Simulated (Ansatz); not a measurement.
Molecular dynamics, step by step

BH5O, singlet, PBE0-D4/def2-SVP (Ansatz 0.2.0). Settings (timestep in fs, temperature in K; T counts 15 degrees of freedom):

```yaml
hamiltonian: {xc: pbe0, dispersion: d4}
md: {n_steps: 80, timestep: 1.0, temperature: 300, ensemble: nve, seed: 665, initial_velocities: maxwell_boltzmann}
```

Start, the saddle point found with PBE0-D4 in triple zeta (not stationary at another level):

B1  (-0.489, 0.001, -0.218)
H2  (0.023, -1.226, -0.331)
H3  (-0.868, 0.302, -1.309)
H4  (-1.250, -0.040, 0.705)
H5  (0.761, -0.564, -0.055)
O6  (0.893, 0.677, 0.132)
H7  (0.928, 0.850, 1.077)
(Å)

```
step  time (fs)  potential energy less the start (meV)  kinetic energy (meV)  T (K)
   0       0.00                                    0.0                 193.9    300
   5       5.00                                    6.2                 190.8    295
  10      10.00                                 -176.9                 383.5    593
  15      15.00                                 -543.2                 746.5   1155
  20      20.00                                 -661.1                 849.7   1315
  25      25.00                                 -467.1                 653.9   1012
  30      30.00                                 -389.7                 578.9    896
  35      35.00                                 -215.0                 412.3    638
  40      40.00                                 -190.1                 393.2    608
  45      45.00                                 -410.2                 611.0    945
  50      50.00                                 -267.4                 463.2    717
  55      55.00                                 -158.7                 347.2    537
  60      60.00                                 -111.0                 304.0    470
  65      65.00                                 -156.9                 348.0    538
  70      70.00                                 -303.2                 491.2    760
  75      75.00                                 -318.6                 515.9    798
  80      80.00                                 -392.9                 593.6    918
```

Step 20, positions (Å) and forces (eV/Å):

| atom | x | y | z | Fx | Fy | Fz |
| --- | --- | --- | --- | --- | --- | --- |
| B1 | -0.595 | -0.094 | -0.268 | -0.419 | 0.780 | -0.487 |
| H2 | -0.327 | -1.306 | -0.427 | -0.147 | 0.803 | 0.062 |
| H3 | -1.031 | 0.633 | -1.225 | 0.759 | -0.972 | 0.532 |
| H4 | -1.253 | 0.267 | 0.708 | 0.249 | -0.476 | 0.111 |
| H5 | 1.739 | 0.145 | 0.165 | 0.711 | -0.879 | -0.322 |
| O6 | 0.939 | 0.652 | 0.153 | -0.950 | 0.977 | 0.949 |
| H7 | 0.875 | 1.002 | 1.069 | -0.204 | -0.233 | -0.845 |

Step 50, positions (Å) and forces (eV/Å):

```
atom       x       y       z      Fx      Fy      Fz
  B1  -0.781  -0.130  -0.349  -0.239   0.771   0.206
  H2  -0.450  -1.300  -0.493  -0.192   0.458   0.027
  H3  -1.059   0.643  -1.303   0.724  -0.653   0.325
  H4  -1.388   0.305   0.637   0.356  -0.569  -0.112
  H5   1.177   0.975  -0.685   0.032  -0.890   3.033
  O6   1.131   0.601   0.291  -1.074   1.177  -3.100
  H7   0.685   1.309   0.801   0.393  -0.294  -0.380
```

Step 60, positions (Å) and forces (eV/Å):

| atom | x | y | z | Fx | Fy | Fz |
| --- | --- | --- | --- | --- | --- | --- |
| B1 | -0.787 | -0.108 | -0.331 | 0.468 | -0.231 | -1.132 |
| H2 | -0.328 | -1.244 | -0.506 | -0.581 | 0.570 | 0.104 |
| H3 | -0.805 | 0.664 | -1.392 | 0.107 | -0.830 | 1.414 |
| H4 | -1.508 | 0.170 | 0.606 | 0.195 | 0.031 | -0.112 |
| H5 | 0.769 | 0.733 | -0.628 | 0.746 | 0.535 | 0.477 |
| O6 | 1.144 | 0.605 | 0.281 | -1.952 | 1.056 | 0.465 |
| H7 | 0.683 | 1.299 | 0.849 | 1.017 | -1.130 | -1.216 |

Last step (80):

```csv
atom,x (Å),y (Å),z (Å)
B1,-0.6818,-0.1293,-0.3029
H2,-0.5869,-1.2873,-0.5352
H3,-0.8409,0.6054,-1.2018
H4,-1.4203,0.2820,0.5559
H5,1.4007,1.0243,-0.4733
O6,1.0180,0.6039,0.2403
H7,1.1309,1.2482,0.9274
```

Hardware: 2 CPU threads of an Arm Neoverse V1, shared host. Wall time about 42 s.
